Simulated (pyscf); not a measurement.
H₃C–SiH₂–CH₃ + CH₃• → H₃C–SiH•–CH₃ + CH₄ (hydrogen abstraction; doublet surface; H–Si broken, C–H formed). Structures and frequencies: ωB97X-D3(BJ)/def2-SVP in PySCF. Energies in kcal/mol from the separated reactants.

| level | barrier | reaction energy |
|---|---|---|
| ωB97X-D3(BJ)/def2-TZVP | 7.8 | -14.3 |
| PBE/def2-TZVP | 2.5 | -18.2 |
| B3LYP-D3(BJ)/def2-TZVP | 6.0 | -14.7 |
| PBE0-D3(BJ)/def2-TZVP | ___ | -16.3 |
| M06-2X/def2-TZVP | ___ | ___ |
| HF/def2-TZVP | 22.4 | -7.3 |

### Question
Some entries are withheld; supply them.

### Answer

- PBE0-D3(BJ)/def2-TZVP, barrier: 5.1
- M06-2X/def2-TZVP, barrier: 8.6
- M06-2X/def2-TZVP, reaction energy: -16.8

The functionals in the table span 6.1 kcal/mol in this barrier, from PBE to M06-2X. One saddle was located; it need not be the lowest between these sides. The angle at the transferred H is 177°.
